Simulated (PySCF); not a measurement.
Relaxation of singlet LiCl₂⁻

Level of theory: PBE0 in PySCF with Li def2-TZVPD, Cl def2-TZVPD; no relativity; density-fitted integrals. A (50,194) grid was used.

A hand-made bent start, of C2v symmetry, held to at least that symmetry:

```xyz
3
charge -1 multiplicity 1, angstrom
Li    0.0000    0.0000   -1.2094
Cl    1.9004    0.0000    0.1213
Cl   -1.9004    0.0000    0.1213
```

What forces act on the atoms at the start (eV/Å)?


```csv
atom,Fx,Fy,Fz
Li1,0.00,0.00,1.46
Cl2,-0.16,0.00,-0.73
Cl3,0.16,0.00,-0.73
```

What does it relax to?

It ends at D∞h with Li–Cl 2.154 Å (×2); Cl–Li–Cl 179.8°. No frequency check is given, so it may be a saddle point. Other isomers or separated fragments may lie lower.

How much energy is released, and in how many steps?

73.5 kJ/mol in 7 steps.

The relaxation took about 19 core-seconds on a shared host.
